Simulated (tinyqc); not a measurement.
Orbital energy against energy difference: ionisation energy by orbital energies and by energy differences in the 6-31g* basis, for H2O, spin multiplicity 1. Computed by the program tinyqc with PySCF. 

Geometry (angstrom):
```
atom       x        y       z
O     0.0000   0.0000  0.0000
H     0.0000   0.6830  0.6450
H     0.0000  -0.7460  0.7050
```

CCSD(T) difference in the same basis = 11.9998 eV

IP-EOM-CCSD = 11.8211 eV

The cation is unrestricted; errors are against CCSD(T) in this basis, not against experiment.

First vertical ionisation energy (eV):
```
method     -e(HOMO)  E(cation) - E  error of -e(HOMO)  error of the difference
HF          13.6222      10.842843             1.6224                  -1.1569
LDA          6.3025      12.671852            -5.6973                   0.6721
PBE          6.2275      12.345425            -5.7723                   0.3456
B3LYP        7.9692      12.390243            -4.0306                   0.3905
PBE0         8.3308      12.268665            -3.6690                   0.2689
CAM-B3LYP    9.8572      12.376612            -2.1426                   0.3768
LC-wPBE     11.2996      12.413266            -0.7002                   0.4135
```

Koopmans errs by +1.62 eV and Delta-HF by -1.16 eV: relaxation, 2.78 eV, lowers the value and the missing correlation difference works against it. The PBE level is off by -5.8 eV through the wrong tail of its potential, though its energy difference is off by +0.35 eV; exact exchange deepens the level, and among the orbital energies LC-wPBE comes closest; among the differences PBE0 does.
